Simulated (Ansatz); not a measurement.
# A rate constant, worked out

An elementary step of C2H5Si, doublet (C₂H₅Si ([CH][CH][SiH3]) → C₂H₄Si (C#C[SiH3]) + H; H–C broken or loosened, none formed or tightened). The start structure is the reactant molecule, and the electronic barrier above it is 1.604 eV by CCSD(T) at an estimated basis limit (MP2 extrapolated from triple and quadruple zeta, plus CCSD(T) − MP2 in triple zeta). Computed with Ansatz 0.2.0 (basis: def2-TZVPP and def2-QZVPP); correlated methods freeze the cores; orbitals are unrestricted. Extrapolation: Hartree–Fock as exp(−7.88 √X), correlation as X^−2.97. Harmonic wavenumbers at PBE0-D4/def2-TZVP (Ansatz 0.2.0), in cm⁻¹:

Start: 122, 250, 459, 613, 673, 712, 854, 854, 923, 938, 951, 1154, 1657, 2220, 2220, 2249, 3026, 3237.

Saddle: 579i, 196, 247, 277, 362, 638, 667, 681, 683, 731, 924, 935, 946, 2100, 2229, 2250, 2253, 3459.

Problem. Work out the transition-state-theory rate constant at 300 K from these numbers alone (harmonic vibrations; rotation, path degeneracy and anharmonicity left out), and the Wigner tunnelling factor. Use 1 cm⁻¹ = 1.2398 × 10⁻⁴ eV and k_B = 8.617 × 10⁻⁵ eV/K.

Solution. Zero-point energies, half the sums: start 23112/2 cm⁻¹ = 1.4328 eV; saddle, real modes only, 19578/2 cm⁻¹ = 1.2137 eV.
Barrier with zero-point energy: 1.604 + 1.2137 − 1.4328 = 1.3849 eV.
k_BT = 0.02585 eV, so the barrier is 53.57 k_BT.
Vibrational partition functions from the zero-point level, ln q = −Σ ln(1 − exp(−hν/k_BT)): start 1.490, saddle 1.594.
k = (k_BT/h) exp(ln q‡ − ln q) exp(−E0/k_BT), with log₁₀(k_BT/h in s⁻¹) = 12.80: log₁₀ k = 12.80 + (0.104 − 53.57)/2.3026 = -10.42, so k ≈ 4 × 10^(-11) s⁻¹.
Wigner factor: 1 + (hν‡/k_BT)²/24 = 1 + (2.78)²/24 = 1.32. A change of 1 kcal/mol (0.043 eV) in the barrier would change k by a factor of 5.4 at this temperature.

T1 diagnostic: at most 0.034. ⟨S²⟩ of the unrestricted Hartree–Fock references: 0.75 to 0.92 (a pure state has 0.75). The unrestricted reference is spin-contaminated, which hurts MP2 most.

Labels in which every atom is bracketed show which atoms are joined, not bond orders.

For scale, one of the runs: CCSD(T)/def2-TZVPP, 174 basis functions (an equivalent command: `ansatz run in.yaml --threads 2`). Time: 86 s of wall clock on 2 CPU threads; the host was shared. Peak host memory: 3.6 GiB.
